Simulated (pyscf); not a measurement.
HO–B(Cl)–Cl + SiH₄ → HO–SiH₃ + Cl–BH–Cl, a four-centre exchange (singlet surface; B–O, H–Si broken, O–Si, B–H formed). Single points on ωB97X-D3(BJ)/def2-SVP structures (PySCF, gas phase). Energies in kJ/mol from the separated reactants.

Small-basis levels: PySCF, no dispersion term, spherical d functions. 

Question: Quick HF/STO-3G single points give ΔE‡ = 167.3 kJ/mol and ΔE = +159.2 kJ/mol. What does ωB97M-D3(BJ)/def2-TZVP give, and how far is the quick result from it?

Answer: ωB97M-D3(BJ)/def2-TZVP gives ΔE‡ = 92.6 kJ/mol and ΔE = +50.7 kJ/mol. HF/STO-3G lies 74.8 kJ/mol over it in the barrier and 108.5 kJ/mol over it in the reaction energy, so on this step it does not hold to within 12.6 kJ/mol. ωB97M-D3(BJ)/def2-TZVP has limits of its own. On the product side the descent ends in an adduct with a B–O contact, 45.5 kJ/mol under the separated species and 80.9 kJ/mol under the saddle at ωB97X-D3(BJ)/def2-TZVP. What is counted as broken (B–O) persists as a longer contact in the product adduct; parting that adduct is a step of its own. One saddle was located; it need not be the lowest between these sides.
